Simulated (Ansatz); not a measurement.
Write a Python script for the Ansatz DFT code, driven from Python that makes a ladder of methods at one geometry of C3H3S (charge -1), SMILES C#CC[S-]. Level of theory (for the species named): Hartree-Fock, cc-pVDZ basis, multiplicity 1. The script varies functional: hf, blyp, pbe, lc_wpbe, pbe0, r2scan0.

```yaml
atoms:
  - { symbol: C, position_ang: [1.5919, -0.2623, -0.6151] }
  - { symbol: C, position_ang: [0.4910, -0.1255, -0.1527] }
  - { symbol: C, position_ang: [-0.8542, 0.0255, 0.4258] }
  - { symbol: S, position_ang: [-1.6013, 1.4787, -0.3908] }
  - { symbol: H, position_ang: [2.5603, -0.3581, -1.0422] }
  - { symbol: H, position_ang: [-0.7668, 0.1401, 1.5123] }
  - { symbol: H, position_ang: [-1.4208, -0.8983, 0.2627] }
```

`methods_c3h3s.py`:
```python
from pathlib import Path

import ansatz as az
import numpy as np


def main() -> None:
    geometry_ang = [
        ('C', (1.5919, -0.2623, -0.6151)),
        ('C', (0.491, -0.1255, -0.1527)),
        ('C', (-0.8542, 0.0255, 0.4258)),
        ('S', (-1.6013, 1.4787, -0.3908)),
        ('H', (2.5603, -0.3581, -1.0422)),
        ('H', (-0.7668, 0.1401, 1.5123)),
        ('H', (-1.4208, -0.8983, 0.2627)),
    ]
    mol = az.Crystal.molecule()
    for symbol, xyz in geometry_ang:
        mol = mol.atom(symbol, xyz)

    model = mol.calculation().basis(gaussian='cc-pVDZ').charge(-1)

    print('functional    E (Ha)        dipole (D)   HOMO (eV)  LUMO (eV)')
    for name in ['hf', 'blyp', 'pbe', 'lc_wpbe', 'pbe0', 'r2scan0']:
        summary = model.functional(name).forces().orbitals().run(threads=1, backend='cpu', runs_dir='runs').report
        lines = Path(summary['orbitals_path']).read_text().splitlines()
        field_of = lambda key: [line.split('=')[1].strip() for line in lines if line.startswith(key)]
        orbitals = [(27.211386 * float(e), s, float(n)) for e, s, n in zip(field_of('Ene='), field_of('Spin='), field_of('Occup='))]
        homo = max(e for e, _, n in orbitals if n > 0.5)
        lumo = min(e for e, _, n in orbitals if n < 0.5)
        dipole = 4.803205 * np.linalg.norm(summary['charge_distribution']['dipole_moment_e_ang'])
        print(f'{name:10s} {summary["free_energy_ev"] / 27.211386246:14.6f} {dipole:9.3f} {homo:11.3f} {lumo:10.3f}')


if __name__ == '__main__':
    main()
```

```console
$ python methods_c3h3s.py
functional    E (Ha)        dipole (D)   HOMO (eV)  LUMO (eV)
hf            -512.815836     4.637      -2.029      8.987
blyp          -514.197045     3.869       2.140      5.426
pbe           -513.930583     3.948       1.896      5.234
lc_wpbe       -514.055601     4.556      -1.965      8.511
pbe0          -513.978236     4.236       0.690      6.214
r2scan0       -514.145822     4.315       0.502      6.340
```

Reading the output:
- Total energies depend on the basis set; only differences at equal settings carry meaning.
- The geometry is a force-field or estimated start, not a minimum of this method, and the basis set is short of its limit. A lower total doesn't mark the better method: functionals have no common bound, and MP2 and coupled cluster aren't variational.
- An ion's dipole depends on the origin; the program takes it about the centre of nuclear charge.
- Levels such as HOMO and LUMO are orbital energies: with these approximate functionals they aren't the ionisation energy and electron affinity, and their gap isn't the fundamental gap.
- For Al to Cl the sets with a tight d function, cc-pV(X+d)Z, are usual.
- Anions want diffuse functions, which this basis lacks.
- Hardware and time: 7.2 s on 1 thread of Intel(R) Xeon(R) 6975P-C (Granite Rapids) (shared host), peak memory 0.22 GiB.
